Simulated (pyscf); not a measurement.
Thermochemistry of product channels of H₂N–SiH(Cl)–Cl + SiH₄ on the singlet surface, in kcal/mol, from ωB97M-D3(BJ)/def2-TZVP energies (ideal gas, 1 atm, RRHO with modes under 100 cm⁻¹ raised to 100, one conformer, R ln 2 for chiral ones without a mode under 150 cm⁻¹). Single points on ωB97X-D3(BJ)/def2-SVP structures (PySCF, gas phase).

```
products                    ΔE  ΔH(298 K)  ΔG(298 K)  ΔG(900 K)
------------------------  ----  ---------  ---------  ---------
H₂N–Si(SiH₃)(Cl)–Cl + H₂  +7.0       +5.4       +6.5       +6.7
H₃Si–NH–SiH(Cl)–Cl + H₂   -6.9       -9.3       -7.0       -4.0
```

These are energies of the channels, which say nothing of barriers.
